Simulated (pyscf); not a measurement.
Optimised with ωB97X-D3(BJ)/def2-SVP in PySCF.

Q: Estimate by transition-state theory the rate constant of F–SiH•–F + ammonia (NH₃) → H₂N–SiH(F)–F + H atom (H•) (doublet surface; H–N broken, N–Si formed) at 1200 K, with ωB97M-D3(BJ)/def2-TZVP energies (ideal gas, 1 atm, RRHO with modes under 100 cm⁻¹ raised to 100, one conformer, R ln 2 for rigid chiral ones; no tunnelling).

A: The electronic barrier is 14.4 kcal/mol and the thermal terms add +39.0, so ΔG‡ = 53.3 kcal/mol. With k_BT/h = 2.50e+13 s⁻¹ and RT = 2.385 kcal/mol, and a volume of 1.64e-19 cm³ per molecule at 1 atm, k = 7.9e-16 cm³ molecule⁻¹ s⁻¹. Wigner's tunnelling factor for 1880i cm⁻¹ would be 1.21. A shift of 1 kcal/mol in the barrier changes k by a factor 1.5. On the reactant side the descent ends in an adduct with a N–Si contact, 10.7 kcal/mol under the separated species and 26.7 kcal/mol under the saddle at ωB97X-D3(BJ)/def2-TZVP. What is counted as formed (N–Si) is already present as a longer contact in the reactant adduct; forming that adduct is a step of its own. One saddle was located; it need not be the lowest between these sides. The angle at the attacked N is 130°.
